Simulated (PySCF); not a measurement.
Level of theory: PBE-D3(BJ)/def2-TZVP // PBE0-D3(BJ)/def2-TZVP in PySCF. All species are isolated molecules in the gas phase. 

Reference species (SMILES): `C(=C)=C` (neutral, multiplicity 1).

- S1 oscillator strength = 0.000
- HOMO–LUMO gap = 5.85 eV

Changed species: `C(=C)=C[SiH3]` (X = silyl; the reference has X = H).

Question: Predict the effect on the S1 oscillator strength and HOMO–LUMO gap.

Answer: the S1 oscillator strength is nearly the same; the HOMO–LUMO gap drops by 0.63 eV, to 5.22 eV.
